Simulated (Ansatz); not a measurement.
System: CCl₃, charge 0, doublet. CCl3 (SMILES Cl[C](Cl)Cl, doublet).
B3LYP-D3(BJ)/def2-TZVP minimum from Ansatz (a quantum-chemistry and plane-wave program):
```xyz
4

C     -0.0036     0.0008     0.2630
Cl    -0.0098     1.6900    -0.0363
Cl     1.4691    -0.8362    -0.0083
Cl    -1.4580    -0.8541    -0.0482
```
Charge 0, spin multiplicity 2.

Total energies in hartree (Ansatz). UHF or UKS for unpaired electrons; spin-orbit terms are left out. Correlated methods leave the cores frozen. No relativity.

| species | HF/cc-pV(T+d)Z | CCSD(T)/cc-pV(T+d)Z | HF/cc-pV(Q+d)Z | CCSD(T)/cc-pV(Q+d)Z | CCSD(T)/cc-pV(D+d)Z | CCSDT(Q)/cc-pV(D+d)Z |
|---|---|---|---|---|---|---|
| 1: CCl3 (SMILES Cl[C](Cl)Cl, doublet) | -1416.38127 | -1417.16862 | -1416.39496 | -1417.25010 | -1416.91219 | -1416.91470 |
| 2: C (triplet) | -37.69157 | -37.78076 | -37.69331 | -37.78654 | -37.76038 | -37.76071 |
| 3: Cl (doublet) | -459.48556 | -459.67356 | -459.48916 | -459.69449 | -459.60403 | -459.60445 |

Work out the atomisation energy (electronic, to ground-state atoms) in kcal/mol: take Hartree-Fock from cc-pV(Q+d)Z, extrapolate the CCSD(T) correlation energy as X^-3 (X = 3, 4), and add CCSDT(Q) - CCSD(T) in cc-pV(D+d)Z. 1 hartree = 627.51 kcal/mol.


Species 1: correlation (64·(-0.85514) - 27·(-0.78735))/37 = -0.90461; step -0.00251; E1 = -1416.39496 + (-0.90461) + (-0.00251) = -1417.30208
Species 2: correlation (64·(-0.09323) - 27·(-0.08919))/37 = -0.09618; step -0.00033; E2 = -37.69331 + (-0.09618) + (-0.00033) = -37.78982
Species 3: correlation (64·(-0.20533) - 27·(-0.18800))/37 = -0.21798; step -0.00042; E3 = -459.48916 + (-0.21798) + (-0.00042) = -459.70756
-1·E1 +1·E2 +3·E3 = 0.38958 hartree = 244.5 kcal/mol.
